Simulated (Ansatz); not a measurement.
C₅H₆ (`CC1=CC=C1`), one more setting.

```yaml
crystal:
  periodic: [false, false, false]
  atoms:
    - {symbol: C, position_ang: [-1.659536, 0.098621, 0.117099]}
    - {symbol: C, position_ang: [-0.194296, -0.007898, 0.098630]}
    - {symbol: C, position_ang: [0.781459, -0.238127, 0.975222]}
    - {symbol: C, position_ang: [1.838055, -0.112312, -0.164179]}
    - {symbol: C, position_ang: [0.875694, 0.118635, -1.050072]}
    - {symbol: H, position_ang: [-1.985181, 1.082844, -0.239384]}
    - {symbol: H, position_ang: [-2.053688, -0.054805, 1.123339]}
    - {symbol: H, position_ang: [-2.114488, -0.640242, -0.552869]}
    - {symbol: H, position_ang: [0.820473, -0.431926, 2.038333]}
    - {symbol: H, position_ang: [2.916214, -0.184174, -0.211902]}
    - {symbol: H, position_ang: [0.840694, 0.312182, -2.113418]}
basis:
  gaussian: {orbitals: def2-mTZVP}
hamiltonian: {xc: {name: PBE}, dispersion: d4}
accuracy: high
```

```sh
$ ansatz run in.yaml --threads 2 --pin off --events-out ev --progress --plain --max-ram 4352MiB
```

It prints (some lines left out):

```
Functional definition: PBE
2446 factors; integrals over basis functions are off by at most 3.7e-9 eV
mean field evaluation 1: about -5259.3178 eV, gradient 7.5e1 eV
mean field evaluation 2: about -5238.7766 eV, gradient 1.1e2 eV
mean field evaluation 4: about -5272.3872 eV, gradient 1.9e1 eV
mean field evaluation 8: about -5273.3263 eV, gradient 1.4e-1 eV
mean field evaluation 16: about -5273.3209 eV, gradient 3.3e-5 eV
mean field -5273.32093697 eV, -193.7909700483 hartree, gradient 9.0e-8 eV, S^2 0.000000; 0 other end points of the search recorded, 0 dependent functions left out
reference -5273.32094096 eV, -193.7909701949 hartree; 18, 18 occupied and 95, 95 virtual orbitals, 2446 factors
Total energy: -5273.52675479 eV, -193.7985337138 hartree
```

It took 5.5 s on 2 threads of an Arm Neoverse V1 on a shared host, with 0.33 GiB of host memory at the peak.
